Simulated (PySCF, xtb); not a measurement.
C4H6, SMILES C(C=C)=C.

GFN2-xTB run with xtb 6.7.1 at its own geometry gives an orbital gap of 3.78 eV and a dipole moment of 0.00 D.

Geometry: r2SCAN-D4/def2-SVP. One conformer was computed; it need not be the lowest.

**Question.** What does PBE/def2-TZVP (PySCF) give? (An estimate is asked for; the answer gives what the named calculation found.)

**Answer.** gap 3.92 eV (levels -5.81 and -1.89 eV), dipole 0.00 D.
